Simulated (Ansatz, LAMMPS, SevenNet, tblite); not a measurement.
How well does each level of theory give the elastic constant C12 of cubic BN?

Reference value: 190 GPa (measured, temperature not stated, no zero-point or thermal correction; as tabulated in Råsander and Moram (2015), arXiv:1505.02379).

```
level (code)             value (GPa)  cell (Å³/atom)
-----------------------  -----------  --------------
ExTeP BN.extep (LAMMPS)          285            5.63
GFN1-xTB (tblite)                  …            5.89
SevenNet-0 (SevenNet)              …            5.93
LDA (Ansatz)                     192            5.74
PBE (Ansatz)                       …            5.95
PBE-D3(BJ) (Ansatz)              175            5.86
r²SCAN (Ansatz)                  176            5.88
HSE06 (Ansatz)                   186            5.81
PBE0 (Ansatz)                    186            5.82
```

Problem. What belongs in the gaps?

Solution. 
- GFN1-xTB (tblite), value (GPa): 209
- SevenNet-0 (SevenNet), value (GPa): 268
- PBE (Ansatz, an electronic-structure program), value (GPa): 169

Differences against the reference: ExTeP BN.extep +50 %, GFN1-xTB +10.0 %, SevenNet-0 +41 %, LDA +1.1 %, PBE -11.1 %, PBE-D3(BJ) -7.9 %, r²SCAN -7.4 %, HSE06 -2.1 %, PBE0 -2.1 %.

Leaving aside ExTeP BN.extep, which can be fitted to such values or carry a doubt: The reference's temperature isn't stated, so close values are not ranked against it. Off by more than 25 % (a bound picked here): SevenNet-0 (+41 %).

The reference has no zero-point or thermal correction, while the calculations are for a static lattice, so the differences are not the levels' errors alone.  GFN1-xTB: the method was fitted mainly to molecules. GFN1-xTB: the run uses a supercell at the zone centre in place of a k mesh. PBE-D3(BJ): the dispersion coefficients are held fixed in the derivatives. Each level is taken at its own relaxed cell. Cutoffs and k meshes differ between the levels. Ansatz's density-functional and Hartree–Fock values are scalar-relativistic unless marked +SOC, with PAW data made under PBE.

Empirical potentials (ExTeP BN.extep) are fitted to chosen data, which need not cover the solid at hand: agreement can be built in, and what lay outside the fit can be far off. Machine-learned potentials (SevenNet-0) are trained on DFT data, which may include these solids.

Differences are worked out from the printed values.
